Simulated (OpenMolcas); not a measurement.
# H2O3 (trioxidane): HF/6-31G(d) (spherical functions), part 2 of 2

OpenMolcas 26.06. The steps go on from the part before.

## Step 3: The doublet anion, same level

The input, job.inp:

```
* H2O3 Hartree-Fock
>>> EXPORT MOLCAS_PRINT=2
&GATEWAY
BasLib=$CurrDir
Coord
5
bohr
O     -1.85952830    -1.30903218    -0.26032867
O     -0.24005191    -0.09276666     1.41202226
O      2.22313050    -0.10731755     0.49533501
H     -2.60542210    -0.00287238    -1.31519269
H      2.48185291     1.51198877    -0.33183591
Basis=6-31Gs
Group=NoSym
&SEWARD
&SCF
UHF
Charge=-1
Spin=2
PrOrbitals=0
```

The basis set 6-31G* is read from a file made from the Basis Set Exchange's data (not shown).

Started as:

```console
$ export MOLCAS_MEM=1860
$ pymolcas job.inp > job.log
```

The log of the run:

```text
--- Start Module: gateway ---

                                              &GATEWAY

                       available to each process: 1.9 GB of memory, 1 thread

 Basis Set     1 Label: O.6-31GS
 Basis set is read from library:.
 basistype.tbl is not found

 Basis Set     2 Label: H.6-31GS
 Basis set is read from library:.
 basistype.tbl is not found

++    Symmetry information:
      ---------------------

                    Character Table for C1

                             E
                    a        1  x, y, xy, Rz, z, xz, Ry, yz, Rx, I
--

++    Basis set information:
      ----------------------

      Basis set label: O.6-31GS.........

      Electronic valence basis set:
      ------------------
      Associated Effective Charge   8.000000 au
      Associated Actual Charge      8.000000 au
      Nuclear Model: Point charge

      Shell  nPrim  nBasis  Cartesian Spherical Contaminant
         s      10       3        X
         p       4       2        X
         d       1       1                 X

      Basis set label: H.6-31GS.........

      Electronic valence basis set:
      ------------------
      Associated Effective Charge   1.000000 au
      Associated Actual Charge      1.000000 au
      Nuclear Model: Point charge

      Shell  nPrim  nBasis  Cartesian Spherical Contaminant
         s       4       2        X
--

++    Molecular structure info:
      -------------------------

                    ************************************************
                    **** Cartesian Coordinates / bohr, angstrom ****
                    ************************************************

     Center  Label                x              y              z                     x              y              z
        1      O1              -1.859528      -1.309032      -0.260329             -0.984020      -0.692710      -0.137760
        2      O2              -0.240052      -0.092767       1.412022             -0.127030      -0.049090       0.747210
        3      O3               2.223130      -0.107318       0.495335              1.176430      -0.056790       0.262120
        4      H4              -2.605422      -0.002872      -1.315193             -1.378730      -0.001520      -0.695970
        5      H5               2.481853       1.511989      -0.331836              1.313340       0.800110      -0.175600

                    ***************************************
                    *    InterNuclear Distances / bohr    *
                    ***************************************

               1 O1            2 O2            3 O3            4 H4            5 H5
    1 O1       0.000000
    2 O2       2.626550        0.000000
    3 O3       4.322412        2.628268        0.000000
    4 H4       1.837158        3.611199        5.157891        0.000000
    5 H5       5.177921        3.609023        1.836655        5.398348        0.000000

                    *******************************************
                    *    InterNuclear Distances / angstrom    *
                    *******************************************

               1 O1            2 O2            3 O3            4 H4            5 H5
    1 O1       0.000000
    2 O2       1.389910        0.000000
    3 O3       2.287322        1.390820        0.000000
    4 H4       0.972182        1.910964        2.729438        0.000000
    5 H5       2.740038        1.909813        0.971916        2.856683        0.000000

                    **************************************
                    *    Valence Bond Angles / degree    *
                    **************************************
                          Atom centers                 Phi
                      2 O2       1 O1       4 H4       106.66
                      1 O1       2 O2       3 O3       110.68
                      2 O2       3 O3       5 H5       106.51

           ***************************************************************
           *              Valence Dihedral Angles / degree               *
           ***************************************************************
                    Atom centers                       Phi1     Phi2     Theta
           3 O3       2 O2       1 O1       4 H4        110.68   106.66   -95.31
           1 O1       2 O2       3 O3       5 H5        110.68   106.51    96.91
--

            Nuclear Potential Energy             79.94732601 au

--- Stop Module: gateway /rc=_RC_ALL_IS_WELL_ ---

--- Start Module: seward ---

                                              &SEWARD

                       available to each process: 1.9 GB of memory, 1 thread

               SEWARD will generate:
                  Multipole Moment integrals up to order  2
                  Kinetic Energy integrals
                  Nuclear Attraction integrals (point charge)
                  One-Electron Hamiltonian integrals
                  Velocity integrals
                  Orbital angular momentum around (  0.0370  -0.4523   0.4937 )
                  Velocity quadrupole around (  0.0370  -0.4523   0.4937 )
                  Two-Electron Repulsion integrals

                   Integrals are discarded if absolute value <: 1.00E-14
                   Integral cutoff threshold is set to       <: 1.00E-16

            Nuclear Potential Energy             79.94732601 au

      Basis set specifications :
      Symmetry species         a
      Basis functions           46

--- Stop Module: seward /rc=_RC_ALL_IS_WELL_ ---

--- Start Module: scf ---

                                                &SCF

                       available to each process: 1.9 GB of memory, 1 thread

++    Input section:
      --------------

      Header of the integral files:

      Cartesian coordinates in angstrom:
      -----------------------------------------------------
      No.  Label        X            Y            Z
      -----------------------------------------------------
       1   O1        -0.98402000  -0.69271000  -0.13776000
       2   O2        -0.12703000  -0.04909000   0.74721000
       3   O3         1.17643000  -0.05679000   0.26212000
       4   H4        -1.37873000  -0.00152000  -0.69597000
       5   H5         1.31334000   0.80011000  -0.17560000
      -----------------------------------------------------
      Nuclear repulsion energy =   79.94732601
--

++    Orbital specifications:
      -----------------------

      Symmetry species               1
                                     a
      Frozen orbitals                0
      Start temperature = 0.500
      End temperature   = 0.010
      Temperature Factor= 0.460
      Deleted orbitals               0
      Total number of orbitals      46
      Number of basis functions     46
--

      Molecular charge                          -1.000

++    Optimization specifications:
      ----------------------------

      SCF Algorithm: Conventional USCF
      D(i)-D(i-1) density differences are used
      Number of density matrices in core                 5
      Maximum number of NDDO SCF iterations            400
      Maximum number of HF SCF iterations              400
      Threshold for SCF energy change             1.00E-09
      Threshold for density matrix                1.00E-04
      Threshold for Fock matrix                   1.50E-04
      Threshold for linear dependence             1.00E-09
      Threshold at which DIIS is turned on        1.50E-01
      Maximum depth in the DIIS procedure                5
      Maximum depth in the BFGS Hessian update          30
      Threshold at which QNR/C2DIIS is turned on  7.50E-02
      Threshold for Norm(delta) (QNR/C2DIIS)      1.00E-03
      All orbitals punched on: UHFORB
--

      Input vectors read from INPORB
      Orbital file label: *Guess orbitals

++ Convergence information
                               UHF SCF        iterations: Energy and convergence statistics

Iter     Tot. SCF        One-elec.       Two-elec.     Energy      Max Dij or  Max Fij      DNorm      TNorm      AccCon     Time
         Energy          Energy          Energy        Change      Delta Norm                                                in Sec.
   1  -221.613089007  -477.022148186   175.461733167   0.00E+00    1.77E-01*   5.51E-01*    7.20E+00   9.12E+01   None         0.
   2  -223.463643240  -472.989716985   169.578747733  -1.85E+00*   6.06E-02*   6.02E-02*    4.43E+00   8.98E+01   EDIIS        0.
   3  -224.874442687  -480.191149456   175.369380757  -1.41E+00*   2.66E-01*   1.14E-01*    3.52E+00   9.13E+01   EDIIS        0.
   4  -225.217251992  -475.662383753   170.497805749  -3.43E-01*   7.12E-02*   5.44E-02*    2.65E+00   9.01E+01   EDIIS        0.
   5  -225.320846787  -479.115204794   173.847031994  -1.04E-01*   1.35E-01*   4.39E-02*    2.79E+00   9.10E+01   EDIIS        0.
   6  -225.344907709  -477.010238921   171.718005200  -2.41E-02*   8.52E-02*   3.17E-02*    9.92E-01   9.05E+01   EDIIS        0.
   7  -225.348128878  -478.315476389   173.020021499  -3.22E-03*   2.85E-02*   1.45E-02*    5.27E-01   9.08E+01   EDIIS        0.

       Fermi aufbau procedure completed!
      nOcc(alpha)=   14
      nOcc(beta) =   13

   8  -225.349337729  -477.558296912   172.261633171  -1.21E-03*   2.31E-02*   7.07E-03*    1.90E-01   9.06E+01   c2DIIS       0.
   9  -225.349968580  -477.887571317   172.590276725  -6.31E-04*   2.60E-02*   3.49E-03*    1.11E-01   9.07E+01   QNRc2DIIS    0.
  10  -225.350158079  -477.888012406   172.590528314  -1.89E-04*   2.07E-01*   4.19E-03*    9.01E-02   9.07E+01   QNRc2DIIS    0.
  11  -225.350877414  -478.098487993   172.800284567  -7.19E-04*   7.97E-02*   4.43E-03*    7.72E-01   9.07E+01   QNRc2DIIS    0.
  12  -225.351189487  -478.178390801   172.879875302  -3.12E-04*   4.03E-01*   4.40E-03*    3.10E-01   9.08E+01   QNRc2DIIS    0.
  13  -225.352712300  -478.570734263   173.270695951  -1.52E-03*   8.53E-02*   2.74E-03*    1.53E+00   9.09E+01   QNRc2DIIS    0.
  14  -225.352865341  -478.747992070   173.447800717  -1.53E-04*   3.65E-02*   1.96E-03*    3.25E-01   9.09E+01   QNRc2DIIS    0.
  15  -225.352924986  -478.701830059   173.401579060  -5.96E-05*   4.08E-02*   1.08E-03*    1.35E-01   9.09E+01   QNRc2DIIS    0.
  16  -225.352941886  -478.699305140   173.399037241  -1.69E-05*   8.57E-03*   1.51E-03*    1.49E-01   9.09E+01   QNRc2DIIS    0.
  17  -225.352956804  -478.721852646   173.421569830  -1.49E-05*   3.76E-03*   3.38E-04*    2.03E-02   9.09E+01   QNRc2DIIS    0.
  18  -225.352958315  -478.722266867   173.421982540  -1.51E-06*   1.15E-03*   9.29E-05     8.97E-03   9.09E+01   QNRc2DIIS    0.
  19  -225.352958497  -478.722194179   173.421909670  -1.82E-07*   1.57E-03*   6.06E-05     3.08E-03   9.09E+01   QNRc2DIIS    0.
  20  -225.352958647  -478.722467445   173.422182786  -1.50E-07*   9.35E-04    4.52E-05     4.85E-03   9.09E+01   QNRc2DIIS    0.
  21  -225.352958692  -478.722646972   173.422362268  -4.57E-08*   8.34E-04    4.12E-05     3.11E-03   9.09E+01   QNRc2DIIS    0.
  22  -225.352958715  -478.722786747   173.422502019  -2.28E-08*   6.90E-04    4.78E-05     2.82E-03   9.09E+01   QNRc2DIIS    0.
  23  -225.352958753  -478.722852901   173.422568136  -3.77E-08*   2.06E-03*   4.50E-05     2.35E-03   9.09E+01   QNRc2DIIS    0.
  24  -225.352958846  -478.722807540   173.422522682  -9.28E-08*   1.33E-03*   2.94E-05     7.08E-03   9.09E+01   QNRc2DIIS    0.
  25  -225.352958875  -478.722755679   173.422470792  -2.97E-08*   6.07E-04    2.32E-05     4.56E-03   9.09E+01   QNRc2DIIS    0.
  26  -225.352958887  -478.722725683   173.422440784  -1.15E-08*   4.06E-04    1.66E-05     2.02E-03   9.09E+01   QNRc2DIIS    0.
  27  -225.352958897  -478.722738187   173.422453277  -1.05E-08*   3.17E-05    3.09E-06     1.09E-03   9.09E+01   QNRc2DIIS    0.
  28  -225.352958897  -478.722734583   173.422449674  -2.19E-10    1.15E-05    2.42E-06     7.00E-05   9.09E+01   QNRc2DIIS    0.

       Convergence after  28 Iterations
--

 *****************************************************************************************************************************
 *                                             SCF/KS-DFT Program, Final results                                             *
 *                                                       Final Results                                                       *
 *****************************************************************************************************************************

::    Total SCF energy                               -225.3529588975
      One-electron energy                            -478.7227345833
      Two-electron energy                             173.4224496735
      Nuclear repulsion energy                         79.9473260122
      Kinetic energy (interpolated)                   226.3550901693
      Virial theorem                                    0.9955727469
      Total spin, S(S+1)                                0.7798186932
      Total spin, S                                     0.5147998291
      Max non-diagonal density matrix element           0.0000037391
      Max non-diagonal Fock matrix element              0.0000011678

      No orbitals printed
      No orbitals printed

++    Molecular charges:
      ------------------

      Mulliken charges per centre
      ---------------------------

                            O1                      O2                      O3                      H4                      H5
                     alpha        beta       alpha        beta       alpha        beta       alpha        beta       alpha        beta
      Total        4.4227      4.2012      4.2878      3.9708      4.4237      4.2001      0.4297      0.3144      0.4362      0.3136
      Total              8.6238                  8.2585                  8.6238                  0.7440                  0.7498

      Charge           -0.6238                 -0.2585                 -0.6238                  0.2560                  0.2502

      Total electronic charge=   27.000000

      Total            charge=   -1.000000
--

++    Molecular orbitals:
      -------------------

      Title: Natural orbitals

      Molecular orbitals for symmetry species 1: a

          Orbital            1         2         3         4         5         6         7         8         9        10
          Energy          -20.2902  -20.2797  -20.2776   -0.4390   -0.5788   -0.3849   -0.3216   -0.6581   -0.8650   -0.3376
          Occ. No.          2.0000    2.0000    2.0000    2.0000    2.0000    1.9999    1.9999    1.9999    1.9998    1.9997

[... 45 lines of this table left out ...]
       46 H5     1s         0.0002   -0.0001    0.0042   -0.1051    0.1166    0.0044    0.0160   -0.0519    0.0580   -0.0282

          Orbital           11        12        13        14        15        16        17        18        19        20
          Energy           -0.7105   -0.4895   -0.3440    0.3571    0.6932    1.0639    1.5490    1.7766    1.2801    2.0789
          Occ. No.          1.9996    1.9967    1.9895    1.0000    0.0105    0.0033    0.0004    0.0003    0.0002    0.0001

[... 45 lines of this table left out ...]
       46 H5     1s         0.0907    0.0874    0.0481    0.4250    0.3426    0.6492    0.6772    0.2686   -0.8484   -0.3640

          Orbital           21        22        23        24        25        26        27        28        29        30
          Energy            1.8001    1.9995    1.8041    1.8363    2.2286    2.1990    1.9589    1.0590    1.6881    1.6200
          Occ. No.          0.0001    0.0001    0.0000    0.0000    0.0000    0.0000    0.0000    0.0000    0.0000    0.0000

[... 45 lines of this table left out ...]
       46 H5     1s         0.1416    0.0930    0.4710   -0.5418   -0.3454    0.3035   -0.1642   -0.6926    0.4536    0.0727

          Orbital           31        32        33        34        35        36        37        38        39        40
          Energy            1.6035    1.8561    1.9845    2.2003    2.1879    2.3330    2.5799    2.4730    2.2641    2.7150
          Occ. No.          0.0000    0.0000    0.0000    0.0000    0.0000    0.0000    0.0000    0.0000    0.0000    0.0000

[... 45 lines of this table left out ...]
       46 H5     1s         0.5594    0.0098   -0.2339   -0.3566   -0.0821   -0.1457   -0.1436   -0.1176    0.2866   -0.0282

          Orbital           41        42        43        44        45        46
          Energy            2.4942    2.6810    3.2950    2.5493    3.0404    2.7415
          Occ. No.          0.0000    0.0000    0.0000    0.0000    0.0000    0.0000

[... 45 lines of this table left out ...]
       46 H5     1s         0.2595   -0.0929    0.0674    0.0703   -0.0512   -0.1055
--

++    Molecular properties:
      ---------------------

      Charge (e):
                      =   -1.0000
      Dipole Moment (debye):
      Origin of the operator (angstrom)=    0.0196   -0.2394    0.2612
                   X= -4.3072E-01               Y=  1.8367E+00               Z= -7.7013E-01           Total=  2.0376E+00
      Center of Charge (angstrom)
                     X=    0.10926952               Y=   -0.62175522               Z=    0.42158015
      Quadrupole Moment (debye*angstrom):
      Origin of the operator (angstrom)=    0.0196   -0.2394    0.2612
                  XX= -2.4372E+01              XY= -1.3837E+00              XZ= -3.6405E-01              YY= -1.8969E+01
                  YZ= -1.8588E+00              ZZ= -1.9549E+01
      In traceless form (debye*angstrom)
                  XX= -5.1126E+00              XY= -2.0755E+00              XZ= -5.4607E-01              YY=  2.9914E+00
                  YZ= -2.7882E+00              ZZ=  2.1212E+00
--

--- Stop Module: scf /rc=_RC_ALL_IS_WELL_ ---
--- Module scf spent 1 second ---

.##################.
.# Happy landing! #.
.##################.

    Timing: Wall=2.83 User=2.02 System=0.59
```

It took 3.3 s on 1 thread of Arm Neoverse V1, shared host; peak memory 0.38 GiB.

## Step 4: Summary of results

The summary covers parts 1 to 2.

Level: HF/6-31G* (spherical functions).

| quantity | value |
| --- | --- |
| singlet H2O3: total energy | -225.52122 Eh |
| singlet H2O3: dipole moment | 3.65 D |
| singlet H2O3: HOMO energy | -13.21 eV |
| singlet H2O3: LUMO energy | 5.14 eV |
| singlet H2O3: HOMO–LUMO gap | 18.34 eV |
| doublet anion: total energy | -225.35296 Eh |
| doublet anion: HOMO energy (highest over α and β) | 2.89 eV |
| doublet anion: LUMO energy (lowest over α and β) | 12.58 eV |
| doublet anion: ⟨S²⟩ | 0.780 |
| vertical electron affinity (to the doublet anion) | -4.579 eV |

The anion lies 4.58 eV (106 kcal/mol) above the neutral: the electron isn't bound at this level, and such a value depends on the basis. Without diffuse functions anions come out too high. Hartree–Fock misses the correlation that binds many anions. The HOMO (doublet anion) lies at positive energy, 2.89 eV: the electron is unbound at this level or held by a compact basis; values depend on the basis.
